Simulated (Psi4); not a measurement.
# MP2/DZP (fitted SCF, Cartesian functions, ddPCM ethanol) run of AlH2OF (SMILES [OH][AlH][F])

Aim: the vertical ionisation energy of AlH2OF at MP2/DZP (fitted SCF, Cartesian functions, ddPCM ethanol), from 2 runs. 

The results are computed with Psi4 1.11.

1 further run of the same task is left out (set aside as unsound or not needed).

## Step 1: The molecule

The species is AlH2OF (5 atoms), meant as a singlet with charge 0. As SMILES, `[OH][AlH][F]`. The shape comes from GFN2-xTB, which is rough for such elements, and wasn't checked as a minimum. This is one conformer, not always the lowest.

Bond lengths: O1–Al2 1.635 Å, Al2–F3 1.650 Å, O1–H4 0.946 Å, Al2–H5 1.492 Å. Angles: O1–Al2–F3 123.4°, O1–Al2–H5 119.8°, F3–Al2–H5 116.9°, Al2–O1–H4 177.6°.

## Step 2: The energy at MP2/DZP (fitted SCF, Cartesian functions, ddPCM ethanol)

calc.in reads:

```
memory 1600 MB

molecule {
  O     -1.021720     0.325810    -0.327270
  Al     0.472970    -0.139110     0.144100
  F      0.778780    -1.566900     0.912060
  H     -1.871140     0.628670    -0.614330
  H      1.641100     0.751530    -0.114560
  symmetry c1
}

set globals {
  basis DZP
  scf_type df
  freeze_core true
  mp2_type conv
  ddx true
  ddx_model pcm
  ddx_solvent ethanol
  ddx_radii_set uff
}

energy("mp2")
```

Command:

```bash
$ psi4 calc.in calc.out -n 1
```

calc.out:

```text
[...]
  Running in c1 symmetry.
[...]
  Nuclear repulsion =  100.879089140493420
[...]
  Multiplicity = 1
[...]
  Nalpha       = 16
  Nbeta        = 16
[...]
    Number of basis functions: 66
[...]
   @DF-RHF iter   1:  -417.43800742282684   -1.08435e+00   8.63594e-03 ADIIS/DIIS
[...]
   @DF-RHF iter  11:  -417.55951398891210    3.46745e-12   3.58037e-09 DIIS
[...]
    Orbital Energies [Eh]
    ---------------------
    Doubly Occupied:
       1A    -58.485160     2A    -26.249459     3A    -20.535755
       4A     -4.901361     5A     -3.216467     6A     -3.216281
       7A     -3.214902     8A     -1.537319     9A     -1.309471
      10A     -0.734850    11A     -0.669650    12A     -0.625891
      13A     -0.622947    14A     -0.519232    15A     -0.509298
      16A     -0.473286
[...]
  @DF-RHF Final Energy:  -417.55951398891210
   => Energetics <=
    Nuclear Repulsion Energy =            100.8790891404934200
    One-Electron Energy =                -783.2479017659524061
    Two-Electron Energy =                 264.8180584411537666
    DD Solvation Energy =                 -0.0087598046068677
    Total Energy =                       -417.5595139889121015
[...]
 Multipole Moments:
 ------------------------------------------------------------------------------------
     Multipole            Electronic (a.u.)      Nuclear  (a.u.)        Total (a.u.)
 ------------------------------------------------------------------------------------
 L = 1.  Multiply by 2.5417464519 to convert [e a0] to [Debye]
 Dipole X            :          0.7555052           -1.3954114           -0.6399063
 Dipole Y            :         -2.2364967            2.9063896            0.6698929
 Dipole Z            :          1.2376050           -1.6810587           -0.4434537
 Magnitude           :                                                    1.0270773
[...]
	SCS-MP2 Total Energy (a.u.)        :  -417.96326417859910
	SOS-MP2 Total Energy (a.u.)        :  -417.92708692664650
	SCSN-MP2 Total Energy (a.u.)       :  -417.75052987922157
[...]
	SOS-PI-MP2 Total Energy (a.u.)     :  -417.98834908293560
[...]
	MP2 Total Energy (a.u.)            :  -417.97435652621510
[...]
```

It took 11 s on 1 thread of Intel Xeon Platinum 8488C (Sapphire Rapids), shared host; peak memory 0.28 GiB.

## Step 3: The doublet cation

alfh2o.xyz reads:

```xyz
5
AlFH2O
O     -1.021720     0.325810    -0.327270
Al     0.472970    -0.139110     0.144100
F      0.778780    -1.566900     0.912060
H     -1.871140     0.628670    -0.614330
H      1.641100     0.751530    -0.114560
```

job.py reads:

```python
import psi4

psi4.set_memory('1600 MB')
psi4.set_num_threads(1)
psi4.core.set_output_file('output.dat', False)

with open('alfh2o.xyz') as f:
    atoms = ''.join(f.readlines()[2:])
m = psi4.geometry('1 2\n' + atoms + 'symmetry c1')

psi4.set_options({
    'basis': 'DZP',
    'reference': 'uhf',
    'scf_type': 'df',
    'freeze_core': True,
    'mp2_type': 'conv',
    'ddx': True,
    'ddx_model': 'pcm',
    'ddx_solvent': 'ethanol',
    'ddx_radii_set': 'uff',
})

result = psi4.energy('mp2')
print('E =', round(result, 9))
for k, v in sorted(psi4.core.scalar_variables().items()):
    print(f'{k:45s} {v:18.10f}')
```

Command:

```bash
$ python job.py
```

output.dat:

```text
[...]
  Running in c1 symmetry.
[...]
  Nuclear repulsion =  100.879089140493420
[...]
  Multiplicity = 2
[...]
  Nalpha       = 16
  Nbeta        = 15
[...]
    Number of basis functions: 66
[...]
   @DF-UHF iter   1:  -417.08420315372581   -7.30544e-01   8.63352e-03 ADIIS/DIIS
[...]
   @DF-UHF iter  16:  -417.23261899363126   -8.66294e-11   5.25390e-09 DIIS
[...]
   @S^2 Observed:                7.532402438E-01
[...]
    Orbital Energies [Eh]
    ---------------------
    Alpha Occupied:
       1A    -58.640864     2A    -26.316953     3A    -20.599282
       4A     -5.052173     5A     -3.372239     6A     -3.365635
       7A     -3.364056     8A     -1.599782     9A     -1.368765
      10A     -0.845447    11A     -0.775316    12A     -0.725506
      13A     -0.681631    14A     -0.680179    15A     -0.568658
      16A     -0.565778
    Alpha Virtual:
      17A      0.051263    18A      0.069735    19A      0.136468
      20A      0.216265    21A      0.274636    22A      0.286141
      23A      0.455186    24A      0.495315    25A      0.512343
[...]
  @DF-UHF Final Energy:  -417.23261899363126
   => Energetics <=
    Nuclear Repulsion Energy =            100.8790891404934200
    One-Electron Energy =                -774.4297663559386820
    Two-Electron Energy =                 256.4374372985658965
    DD Solvation Energy =                 -0.1193790767518896
    Total Energy =                       -417.2326189936312630
  UHF NO Occupations:
  HONO-2 :   14  A 1.9998533
[...]
 Multipole Moments:
 ------------------------------------------------------------------------------------
     Multipole            Electronic (a.u.)      Nuclear  (a.u.)        Total (a.u.)
 ------------------------------------------------------------------------------------
 L = 1.  Multiply by 2.5417464519 to convert [e a0] to [Debye]
 Dipole X            :          2.7187582           -1.3954114            1.3233467
 Dipole Y            :         -0.5705836            2.9063896            2.3358060
 Dipole Z            :          0.7154141           -1.6810587           -0.9656446
 Magnitude           :                                                    2.8530170
[...]
	SCS-MP2 Total Energy (a.u.)        :  -417.61515730647767
	SOS-MP2 Total Energy (a.u.)        :  -417.57872923234521
	SCSN-MP2 Total Energy (a.u.)       :  -417.42495922505060
[...]
	SOS-PI-MP2 Total Energy (a.u.)     :  -417.63641427213082
[...]
	MP2 Total Energy (a.u.)            :  -417.63032841495686
[...]
```

On the terminal:

```text
E = -417.630328415
CURRENT CORRELATION ENERGY                         -0.3977094213
CURRENT ENERGY                                   -417.6303284150
CURRENT REFERENCE ENERGY                         -417.2326189936
DD SOLVATION ENERGY                                -0.1193790768
HF KINETIC ENERGY                                 417.1045003520
HF POTENTIAL ENERGY                              -834.3371193456
HF TOTAL ENERGY                                  -417.1132399169
MP2 CORRELATION ENERGY                             -0.3977094213
MP2 DOUBLES ENERGY                                 -0.3977094213
MP2 OPPOSITE-SPIN CORRELATION ENERGY               -0.2884251989
MP2 SAME-SPIN CORRELATION ENERGY                   -0.1092842224
MP2 SINGLES ENERGY                                  0.0000000000
MP2 TOTAL ENERGY                                 -417.6303284150
NUCLEAR REPULSION ENERGY                          100.8790891405
ONE-ELECTRON ENERGY                              -774.4297663559
PCM POLARIZATION ENERGY                             0.0000000000
PE ENERGY                                           0.0000000000
SCF ITERATION ENERGY                             -417.2326189936
SCF ITERATIONS                                     16.0000000000
SCF TOTAL ENERGY                                 -417.2326189936
SCS(N)-MP2 CORRELATION ENERGY                      -0.1923402314
SCS(N)-MP2 TOTAL ENERGY                          -417.4249592251
SCS-MP2 CORRELATION ENERGY                         -0.3825383128
SCS-MP2 TOTAL ENERGY                             -417.6151573065
SCS-MP2-VDW CORRELATION ENERGY                     -0.4238263658
SCS-MP2-VDW TOTAL ENERGY                         -417.6564453595
SOS-MP2 CORRELATION ENERGY                         -0.3461102387
SOS-MP2 TOTAL ENERGY                             -417.5787292323
SOS-PI-MP2 CORRELATION ENERGY                      -0.4037952785
SOS-PI-MP2 TOTAL ENERGY                          -417.6364142721
TWO-ELECTRON ENERGY                               256.4374372986
```

Run time: 10 s. Hardware: 1 thread of Intel Xeon Platinum 8488C (Sapphire Rapids), shared host; peak memory 0.29 GiB.

## Step 4: Summary of results

At MP2/DZP (fitted SCF, Cartesian functions, ddPCM ethanol), 7 core orbitals frozen:

| quantity | value |
| --- | --- |
| singlet AlH2OF: total energy | -417.97436 Eh |
| singlet AlH2OF: HOMO energy (Hartree–Fock orbitals) | -12.88 eV |
| singlet AlH2OF: LUMO energy (Hartree–Fock orbitals) | 3.11 eV |
| singlet AlH2OF: HOMO–LUMO gap (Hartree–Fock orbitals) | 15.99 eV |
| singlet AlH2OF: correlation energy (7 core orbitals frozen) | -414.8 mEh |
| singlet AlH2OF: solvent term in the energy | -23.0 kJ/mol |
| doublet cation: total energy | -417.63033 Eh |
| doublet cation: HOMO energy (Hartree–Fock orbitals) (highest over α and β) | -14.99 eV |
| doublet cation: LUMO energy (Hartree–Fock orbitals) (lowest over α and β) | -5.00 eV |
| doublet cation: correlation energy (7 core orbitals frozen) | -397.7 mEh |
| doublet cation: solvent term in the energy | -313.4 kJ/mol |
| doublet cation: ⟨S²⟩ of the reference determinant | 0.753 |
| vertical ionisation energy (to the doublet cation) | 9.361 eV |

In words: Removing an electron at fixed nuclei costs 9.36 eV (216 kcal/mol). The continuum is in equilibrium with both charges, so this lies below a true vertical value in solution, where the slow polarisation stays frozen.
